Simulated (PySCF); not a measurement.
Theory: core-valence-separated Tamm–Dancoff BHandHLYP/aug-pcX-1 (pcseg-1 on H) in PySCF, non-relativistic, gas phase, PBE0-D3(BJ)/def2-SVP geometry. The energies are unshifted.

Main lines of an unknown, eV (oscillator strength): C K: 284.0 (0.124), 284.1 (0.127), 286.3 (0.041), 286.8 (0.033), 287.0 (0.033); N K: 397.2 (0.128), 397.4 (0.128). Listed: the first five lines at most of each edge with a tenth or more of its strongest line's intensity; roots within 0.03 eV on the same or equivalent atoms are summed. Only the lowest roots were sought, and the top ones are left out.

Task: Which candidate gives them?
A. `C=NC(=C)C#N`
B. `CC(C#N)C#N`

Result: B. 

- `CC(C#N)C#N`: C K: 284.0 (0.124), 284.1 (0.127), 286.3 (0.041), 286.8 (0.033), 287.0 (0.033); N K: 397.2 (0.128), 397.4 (0.128). First C line listed at 284.0 eV, hole on the nitrile carbon; first N line listed at 397.2 eV, hole on the nitrile nitrogen.
- `C=NC(=C)C#N`: C K: 281.8 (0.062), 282.4 (0.067), 283.6 (0.039), 283.8 (0.054), 283.9 (0.064); N K: 396.4 (0.056), 396.9 (0.057), 397.2 (0.065), 401.5 (0.022). First C line listed at 281.8 eV, hole on the terminal =CH2 carbon (1s→π*); first N line listed at 396.4 eV, hole on the imine nitrogen (1s→π*).

One conformer each; other structures than these candidates weren't tested.
